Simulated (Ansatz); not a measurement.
# AlCCl (triplet): wB97M-V, B2PLYP over vertical spin and charge gaps, def2-QZVPP

How well do these functionals follow the top wave-function level for AlCCl (triplet) over vertical spin and charge gaps?

Program: Ansatz 0.2.0, Gaussian basis. Level of theory: def2-QZVPP, all electrons in the functionals, frozen cores in the correlation of double hybrids and RPA. These are calculated values, not measurements.

The runs, in order: wB97M-V, B2PLYP, at charge 0, triplet; charge 0, singlet; charge 0, quintet; charge 1, doublet; charge 1, quartet.

2 further runs of the same task are left out: 2 set aside as unsound or not needed.

**1. The system**

The geometry is a PBE0/def2-TZVP stationary point (not a proven minimum).

3 atoms, charge 0, spin multiplicity 3.

Atoms are counted from 1 here; the program's logs count them from 0.

Bond lengths: Al1–C2 1.945 Å, C2–Cl3 1.645 Å. Angles: Al1–C2–Cl3 180.0°.

No dispersion term is added; wB97M-V holds VV10 nonlocal correlation.

The geometry shown and the zero of energy belong to the point charge 0, triplet. The yardstick, UCCSD(T), and other wave-function levels (R restricted, U unrestricted, valence and pair active spaces) come from earlier runs.

**2. wB97M-V, charge 0, triplet**

The input, in.yaml:

```yaml
crystal:
  periodic: [false, false, false]
  atoms:
    - {symbol: Al, position_ang: [0.000000, 0.000000, 1.845217]}
    - {symbol: C, position_ang: [0.000000, 0.000000, -0.099904]}
    - {symbol: Cl, position_ang: [0.000000, 0.000000, -1.745313]}
basis:
  gaussian: {orbitals: "def2-QZVPP.json"}
magnetization: {spin_polarized: true, initial_magnetization: 2}
hamiltonian: {xc: {name: wB97M-V}}
output: {orbitals: {seedname: orbitals}}
```

The run is started by

```bash
ansatz run in.yaml --threads 1 --pin off --events-out ev --progress --plain --max-ram 2393MiB
```

The program printed, shortened:

```text
Functional definition: wB97M-V
  name "wB97M-V"
  cite "Mardirossian & Head-Gordon, J. Chem. Phys. 144, 214110 (2016) doi:10.1063/1.4952647"
  cite "Becke, J. Chem. Phys. 107, 8554 (1997) doi:10.1063/1.475007"
  cite "Vydrov & Van Voorhis, J. Chem. Phys. 133, 244103 (2010) doi:10.1063/1.3521275"
  # Of w^i u^j: cxij and so on, Table III.
[...]
  gx(w, u) = 1 - cx + cx01*u + cx10*w
  gss(w, u) = css00 + css04*u^4 + css10*w + css20*w^2 + css43*w^4*u^3
  gos(w, u) = cos00 + cos10*w + (cos20 + cos21*u)*w^2 + (cos60 + cos61*u)*w^6
[...]
      + integral(e_c_pw_mod_opposite_spin*gos(b97_w_opposite, b97_u_opposite)) + vv10(b, c)
875 factors; their error is unknown
170 factors; integrals over basis functions are off by at most 8.0e-5 eV
[...]
mean field -20153.16215782 eV, -740.6150489958 hartree, gradient 3.2e-5 eV, S^2 2.007638; 0 other end points of the search recorded, 0 dependent functions left out
reference -20153.16219927 eV, -740.6150505193 hartree; 19, 17 occupied and 178, 180 virtual orbitals, 875 factors
Total energy: -20153.16219927 eV, -740.6150505193 hartree
```

Wall time 22 s (1 thread of Arm Neoverse V2, shared host); peak memory 0.58 GiB.

From the report: ⟨S²⟩ of the determinant 2.008 (pure triplet: 2.00).

**3. wB97M-V, charge 0, singlet**

in.yaml: that of step 2 with these lines changed.

```diff
@@ -8,3 +8,3 @@
   gaussian: {orbitals: "def2-QZVPP.json"}
-magnetization: {spin_polarized: true, initial_magnetization: 2}
+magnetization: {spin_polarized: true, initial_magnetization: 0}
 hamiltonian: {xc: {name: wB97M-V}}
```

The command is unchanged.

The program printed, shortened:

```text
Functional definition: wB97M-V
  name "wB97M-V"
  cite "Mardirossian & Head-Gordon, J. Chem. Phys. 144, 214110 (2016) doi:10.1063/1.4952647"
  cite "Becke, J. Chem. Phys. 107, 8554 (1997) doi:10.1063/1.475007"
  cite "Vydrov & Van Voorhis, J. Chem. Phys. 133, 244103 (2010) doi:10.1063/1.3521275"
  # Of w^i u^j: cxij and so on, Table III.
[...]
  gx(w, u) = 1 - cx + cx01*u + cx10*w
  gss(w, u) = css00 + css04*u^4 + css10*w + css20*w^2 + css43*w^4*u^3
  gos(w, u) = cos00 + cos10*w + (cos20 + cos21*u)*w^2 + (cos60 + cos61*u)*w^6
[...]
      + integral(e_c_pw_mod_opposite_spin*gos(b97_w_opposite, b97_u_opposite)) + vv10(b, c)
875 factors; their error is unknown
170 factors; integrals over basis functions are off by at most 8.0e-5 eV
[...]
mean field -20152.74123315 eV, -740.5995802996 hartree, gradient 1.4e-5 eV, S^2 1.002956; 5 other end points of the search recorded, 0 dependent functions left out
reference -20152.74127497 eV, -740.5995818365 hartree; 18, 18 occupied and 179, 179 virtual orbitals, 875 factors
Total energy: -20152.74127497 eV, -740.5995818365 hartree
```

It took 74 s on 1 thread of Arm Neoverse V2, shared host; peak memory 0.63 GiB.

From the report: ⟨S²⟩ of the determinant 1.003 (pure singlet: 0.00). The determinant is far from a pure spin state, so its energy mixes those of several spin states (harmless only where they are near-degenerate, as at dissociation).

From charge 0, triplet: +40.6 kJ/mol.

**4. wB97M-V, charge 0, quintet**

in.yaml: that of step 3 with these lines changed.

```diff
@@ -8,3 +8,3 @@
   gaussian: {orbitals: "def2-QZVPP.json"}
-magnetization: {spin_polarized: true, initial_magnetization: 0}
+magnetization: {spin_polarized: true, initial_magnetization: 4}
 hamiltonian: {xc: {name: wB97M-V}}
```

The command is unchanged.

The program printed, shortened:

```text
Functional definition: wB97M-V
  name "wB97M-V"
  cite "Mardirossian & Head-Gordon, J. Chem. Phys. 144, 214110 (2016) doi:10.1063/1.4952647"
  cite "Becke, J. Chem. Phys. 107, 8554 (1997) doi:10.1063/1.475007"
  cite "Vydrov & Van Voorhis, J. Chem. Phys. 133, 244103 (2010) doi:10.1063/1.3521275"
  # Of w^i u^j: cxij and so on, Table III.
[...]
  gx(w, u) = 1 - cx + cx01*u + cx10*w
  gss(w, u) = css00 + css04*u^4 + css10*w + css20*w^2 + css43*w^4*u^3
  gos(w, u) = cos00 + cos10*w + (cos20 + cos21*u)*w^2 + (cos60 + cos61*u)*w^6
[...]
      + integral(e_c_pw_mod_opposite_spin*gos(b97_w_opposite, b97_u_opposite)) + vv10(b, c)
875 factors; their error is unknown
170 factors; integrals over basis functions are off by at most 8.0e-5 eV
[...]
mean field -20149.86970771 eV, -740.4940536860 hartree, gradient 6.2e-5 eV, S^2 6.008277; 0 other end points of the search recorded, 0 dependent functions left out
reference -20149.86974901 eV, -740.4940552040 hartree; 20, 16 occupied and 177, 181 virtual orbitals, 875 factors
Total energy: -20149.86974901 eV, -740.4940552040 hartree
```

Run time: 26 s. Hardware: 1 thread of Arm Neoverse V2, shared host; peak memory 0.58 GiB.

From the report: ⟨S²⟩ of the determinant 6.008 (pure quintet: 6.00).

From charge 0, triplet: +317.7 kJ/mol.

**5. wB97M-V, charge 1, doublet**

in.yaml: that of step 4 with these lines changed.

```diff
@@ -8,3 +8,4 @@
   gaussian: {orbitals: "def2-QZVPP.json"}
-magnetization: {spin_polarized: true, initial_magnetization: 4}
+total_charge: 1
+magnetization: {spin_polarized: true, initial_magnetization: 1}
 hamiltonian: {xc: {name: wB97M-V}}
```

Same command.

The program printed, shortened:

```text
Functional definition: wB97M-V
  name "wB97M-V"
  cite "Mardirossian & Head-Gordon, J. Chem. Phys. 144, 214110 (2016) doi:10.1063/1.4952647"
  cite "Becke, J. Chem. Phys. 107, 8554 (1997) doi:10.1063/1.475007"
  cite "Vydrov & Van Voorhis, J. Chem. Phys. 133, 244103 (2010) doi:10.1063/1.3521275"
  # Of w^i u^j: cxij and so on, Table III.
[...]
  gx(w, u) = 1 - cx + cx01*u + cx10*w
  gss(w, u) = css00 + css04*u^4 + css10*w + css20*w^2 + css43*w^4*u^3
  gos(w, u) = cos00 + cos10*w + (cos20 + cos21*u)*w^2 + (cos60 + cos61*u)*w^6
[...]
      + integral(e_c_pw_mod_opposite_spin*gos(b97_w_opposite, b97_u_opposite)) + vv10(b, c)
875 factors; their error is unknown
170 factors; integrals over basis functions are off by at most 8.0e-5 eV
[...]
mean field -20144.59621136 eV, -740.3002562697 hartree, gradient 1.8e-6 eV, S^2 0.807596; 8 other end points of the search recorded, 0 dependent functions left out
reference -20144.59625610 eV, -740.3002579138 hartree; 18, 17 occupied and 179, 180 virtual orbitals, 875 factors
Total energy: -20144.59625610 eV, -740.3002579138 hartree
```

It took 2.4 min on 1 thread of Arm Neoverse V2, shared host; peak memory 0.8 GiB.

From the report: ⟨S²⟩ of the determinant 0.808 (pure doublet: 0.75).

From charge 0, triplet: +826.5 kJ/mol.

**6. wB97M-V, charge 1, quartet**

in.yaml: that of step 5 with these lines changed.

```diff
@@ -9,3 +9,3 @@
 total_charge: 1
-magnetization: {spin_polarized: true, initial_magnetization: 1}
+magnetization: {spin_polarized: true, initial_magnetization: 3}
 hamiltonian: {xc: {name: wB97M-V}}
```

Launched as before.

The program printed, shortened:

```text
Functional definition: wB97M-V
  name "wB97M-V"
  cite "Mardirossian & Head-Gordon, J. Chem. Phys. 144, 214110 (2016) doi:10.1063/1.4952647"
  cite "Becke, J. Chem. Phys. 107, 8554 (1997) doi:10.1063/1.475007"
  cite "Vydrov & Van Voorhis, J. Chem. Phys. 133, 244103 (2010) doi:10.1063/1.3521275"
  # Of w^i u^j: cxij and so on, Table III.
[...]
  gx(w, u) = 1 - cx + cx01*u + cx10*w
  gss(w, u) = css00 + css04*u^4 + css10*w + css20*w^2 + css43*w^4*u^3
  gos(w, u) = cos00 + cos10*w + (cos20 + cos21*u)*w^2 + (cos60 + cos61*u)*w^6
[...]
      + integral(e_c_pw_mod_opposite_spin*gos(b97_w_opposite, b97_u_opposite)) + vv10(b, c)
875 factors; their error is unknown
170 factors; integrals over basis functions are off by at most 8.0e-5 eV
[...]
mean field -20144.53655692 eV, -740.2980640094 hartree, gradient 3.0e-5 eV, S^2 3.758043; 0 other end points of the search recorded, 0 dependent functions left out
reference -20144.53660148 eV, -740.2980656472 hartree; 19, 16 occupied and 178, 181 virtual orbitals, 875 factors
Total energy: -20144.53660148 eV, -740.2980656472 hartree
```

Run time: 24 s. Hardware: 1 thread of Arm Neoverse V2, shared host; peak memory 0.58 GiB.

From the report: ⟨S²⟩ of the determinant 3.758 (pure quartet: 3.75).

From charge 0, triplet: +832.2 kJ/mol.

**7. B2PLYP, charge 0, triplet**

The input, in.yaml:

```yaml
crystal:
  periodic: [false, false, false]
  atoms:
    - {symbol: Al, position_ang: [0.000000, 0.000000, 1.845217]}
    - {symbol: C, position_ang: [0.000000, 0.000000, -0.099904]}
    - {symbol: Cl, position_ang: [0.000000, 0.000000, -1.745313]}
basis:
  gaussian: {orbitals: "def2-QZVPP.json"}
magnetization: {spin_polarized: true, initial_magnetization: 2}
hamiltonian: {xc: {name: B2PLYP}}
correlation: {electrons: outside_noble_gas}
```

Same command.

The program printed, shortened:

```text
Functional definition: B2PLYP
  name "B2PLYP"
  cite "Grimme, J. Chem. Phys. 124, 034108 (2006) doi:10.1063/1.2148954"
  cite "Becke, Phys. Rev. A 38, 3098 (1988) doi:10.1103/PhysRevA.38.3098"
  cite "Lee, Yang & Parr, Phys. Rev. B 37, 785 (1988) doi:10.1103/PhysRevB.37.785"
[...]
1177 factors; integrals over basis functions are off by at most 8.6e-4 eV
[...]
mean field -20143.63410398 eV, -740.2648994757 hartree, gradient 4.0e-6 eV, S^2 2.019999; 2 other end points of the search recorded, 0 dependent functions left out
11 core orbitals not correlated: weight in the atoms' cores, before any rotation towards them, 1.000 or more for the frozen orbitals, at most 0.000 for the correlated occupied ones
reference -20143.63423505 eV, -740.2649042923 hartree; 8, 6 occupied and 178, 180 virtual orbitals, 1177 factors
second order -12.84234103 eV of doubles, -0.00000000 eV of singles
Total energy: -20147.10166713 eV, -740.3923300709 hartree
```

Wall time 16 s (1 thread of Arm Neoverse V2, shared host); peak memory 0.47 GiB.

From the report: ⟨S²⟩ of the determinant 2.020 (pure triplet: 2.00).

**8. B2PLYP, charge 0, singlet**

in.yaml: that of step 7 with these lines changed.

```diff
@@ -8,3 +8,3 @@
   gaussian: {orbitals: "def2-QZVPP.json"}
-magnetization: {spin_polarized: true, initial_magnetization: 2}
+magnetization: {spin_polarized: true, initial_magnetization: 0}
 hamiltonian: {xc: {name: B2PLYP}}
```

Same command.

The program printed, shortened:

```text
Functional definition: B2PLYP
  name "B2PLYP"
  cite "Grimme, J. Chem. Phys. 124, 034108 (2006) doi:10.1063/1.2148954"
  cite "Becke, Phys. Rev. A 38, 3098 (1988) doi:10.1103/PhysRevA.38.3098"
  cite "Lee, Yang & Parr, Phys. Rev. B 37, 785 (1988) doi:10.1103/PhysRevB.37.785"
[...]
1177 factors; integrals over basis functions are off by at most 8.6e-4 eV
[...]
mean field -20143.28872758 eV, -740.2522071271 hartree, gradient 2.6e-6 eV, S^2 1.011072; 5 other end points of the search recorded, 0 dependent functions left out
11 core orbitals not correlated: weight in the atoms' cores, before any rotation towards them, 1.000 or more for the frozen orbitals, at most 0.000 for the correlated occupied ones
reference -20143.28885842 eV, -740.2522119353 hartree; 7, 7 occupied and 179, 179 virtual orbitals, 1177 factors
second order -13.01038892 eV of doubles, -0.00000000 eV of singles
Total energy: -20146.80166343 eV, -740.3813051384 hartree
```

It took 33 s on 1 thread of Arm Neoverse V2, shared host; peak memory 0.51 GiB.

From the report: ⟨S²⟩ of the determinant 1.011 (pure singlet: 0.00). The determinant is far from a pure spin state, so its energy mixes those of several spin states (harmless only where they are near-degenerate, as at dissociation).

From charge 0, triplet: +28.9 kJ/mol.

**9. B2PLYP, charge 0, quintet**

in.yaml: that of step 8 with these lines changed.

```diff
@@ -8,3 +8,3 @@
   gaussian: {orbitals: "def2-QZVPP.json"}
-magnetization: {spin_polarized: true, initial_magnetization: 0}
+magnetization: {spin_polarized: true, initial_magnetization: 4}
 hamiltonian: {xc: {name: B2PLYP}}
```

The command is unchanged.

The program printed, shortened:

```text
Functional definition: B2PLYP
  name "B2PLYP"
  cite "Grimme, J. Chem. Phys. 124, 034108 (2006) doi:10.1063/1.2148954"
  cite "Becke, Phys. Rev. A 38, 3098 (1988) doi:10.1103/PhysRevA.38.3098"
  cite "Lee, Yang & Parr, Phys. Rev. B 37, 785 (1988) doi:10.1103/PhysRevB.37.785"
[...]
1177 factors; integrals over basis functions are off by at most 8.6e-4 eV
[...]
mean field -20140.90305165 eV, -740.1645351536 hartree, gradient 9.6e-6 eV, S^2 6.019035; 0 other end points of the search recorded, 0 dependent functions left out
11 core orbitals not correlated: weight in the atoms' cores, before any rotation towards them, 1.000 or more for the frozen orbitals, at most 0.000 for the correlated occupied ones
reference -20140.90318352 eV, -740.1645400000 hartree; 9, 5 occupied and 177, 181 virtual orbitals, 1177 factors
second order -11.81991893 eV of doubles, -0.00000000 eV of singles
Total energy: -20144.09456164 eV, -740.2818209824 hartree
```

Wall time 13 s (1 thread of Arm Neoverse V2, shared host); peak memory 0.48 GiB.

From the report: ⟨S²⟩ of the determinant 6.019 (pure quintet: 6.00).

From charge 0, triplet: +290.1 kJ/mol.

**10. B2PLYP, charge 1, doublet**

in.yaml: that of step 9 with these lines changed.

```diff
@@ -8,3 +8,4 @@
   gaussian: {orbitals: "def2-QZVPP.json"}
-magnetization: {spin_polarized: true, initial_magnetization: 4}
+total_charge: 1
+magnetization: {spin_polarized: true, initial_magnetization: 1}
 hamiltonian: {xc: {name: B2PLYP}}
```

Launched as before.

The program printed, shortened:

```text
Functional definition: B2PLYP
  name "B2PLYP"
  cite "Grimme, J. Chem. Phys. 124, 034108 (2006) doi:10.1063/1.2148954"
  cite "Becke, Phys. Rev. A 38, 3098 (1988) doi:10.1103/PhysRevA.38.3098"
  cite "Lee, Yang & Parr, Phys. Rev. B 37, 785 (1988) doi:10.1103/PhysRevB.37.785"
[...]
1177 factors; integrals over basis functions are off by at most 8.6e-4 eV
[...]
mean field -20135.19260006 eV, -739.9546799286 hartree, gradient 2.8e-6 eV, S^2 1.200301; 16 other end points of the search recorded, 0 dependent functions left out
11 core orbitals not correlated: weight in the atoms' cores, before any rotation towards them, 1.000 or more for the frozen orbitals, at most 0.000 for the correlated occupied ones
reference -20135.19273789 eV, -739.9546849936 hartree; 7, 6 occupied and 179, 180 virtual orbitals, 1177 factors
second order -12.52835709 eV of doubles, -0.00000000 eV of singles
Total energy: -20138.57539430 eV, -740.0789953239 hartree
```

Run time: 2.3 min. Hardware: 1 thread of Arm Neoverse V2, shared host; peak memory 0.66 GiB.

From the report: ⟨S²⟩ of the determinant 1.200 (pure doublet: 0.75).

From charge 0, triplet: +822.7 kJ/mol.

**11. B2PLYP, charge 1, quartet**

in.yaml: that of step 10 with these lines changed.

```diff
@@ -9,3 +9,3 @@
 total_charge: 1
-magnetization: {spin_polarized: true, initial_magnetization: 1}
+magnetization: {spin_polarized: true, initial_magnetization: 3}
 hamiltonian: {xc: {name: B2PLYP}}
```

The command is unchanged.

The program printed, shortened:

```text
Functional definition: B2PLYP
  name "B2PLYP"
  cite "Grimme, J. Chem. Phys. 124, 034108 (2006) doi:10.1063/1.2148954"
  cite "Becke, Phys. Rev. A 38, 3098 (1988) doi:10.1103/PhysRevA.38.3098"
  cite "Lee, Yang & Parr, Phys. Rev. B 37, 785 (1988) doi:10.1103/PhysRevB.37.785"
[...]
1177 factors; integrals over basis functions are off by at most 8.6e-4 eV
[...]
mean field -20135.36452902 eV, -739.9609982010 hartree, gradient 1.1e-6 eV, S^2 3.768315; 2 other end points of the search recorded, 0 dependent functions left out
11 core orbitals not correlated: weight in the atoms' cores, before any rotation towards them, 1.000 or more for the frozen orbitals, at most 0.000 for the correlated occupied ones
reference -20135.36466905 eV, -739.9610033471 hartree; 8, 5 occupied and 178, 181 virtual orbitals, 1177 factors
second order -12.09227738 eV of doubles, -0.00000000 eV of singles
Total energy: -20138.62958394 eV, -740.0809867564 hartree
```

Wall time 21 s (1 thread of Arm Neoverse V2, shared host); peak memory 0.59 GiB.

From the report: ⟨S²⟩ of the determinant 3.768 (pure quartet: 3.75).

From charge 0, triplet: +817.4 kJ/mol.

**12. Against the wave-function levels**

No level is safe as a reference over these points; UCCSD(T) serves as a yardstick only. It comes from earlier runs at the same points. Energies in kJ/mol, counted from charge 0, triplet; blanks weren't run or aren't comparable.

| level | triplet to singlet | triplet to quintet | ionisation to the doublet cation | ionisation to the quartet cation |
| --- | --- | --- | --- | --- |
| UCCSD(T) |  | 281.8 | 829.5 | 824.2 |
| wB97M-V | 40.6 | 317.7 | 826.5 | 832.2 |
| B2PLYP | 28.9 | 290.1 | 822.7 | 817.4 |

Largest miss and mean time a point (UCCSD(T) took 1.8 min a point; shared hosts):

| level | largest miss (kJ/mol) | where | time a point |
| --- | --- | --- | --- |
| wB97M-V | +35.9 | triplet to quintet | 58 s |
| B2PLYP | +8.4 | triplet to quintet | 43 s |

**13. Summary of results**

| quantity | value |
| --- | --- |
| triplet to quintet, UCCSD(T) | 281.8 kJ/mol |
| ionisation to the doublet cation, UCCSD(T) | 829.5 kJ/mol |
| ionisation to the quartet cation, UCCSD(T) | 824.2 kJ/mol |
| largest miss, wB97M-V | +35.9 kJ/mol (triplet to quintet) |
| largest miss, B2PLYP | +8.4 kJ/mol (triplet to quintet) |

Misses are known at 3 of 4 points at best, and only functionals with that many are ranked. Of the functionals, B2PLYP keep the smallest largest miss at the points compared (at most 8.4 kJ/mol) and wB97M-V strays most (35.9 kJ/mol, at triplet to quintet). wB97M-V, B2PLYP clearly break the spin symmetry at some points (⟨S²⟩ up to 1.01 above the pure value), so energy there is bought with a mixed spin. Functionals and the yardstick converge differently with the basis, so part of each miss in def2-QZVPP is the basis. The yardstick itself may be off where one determinant is a poor start.
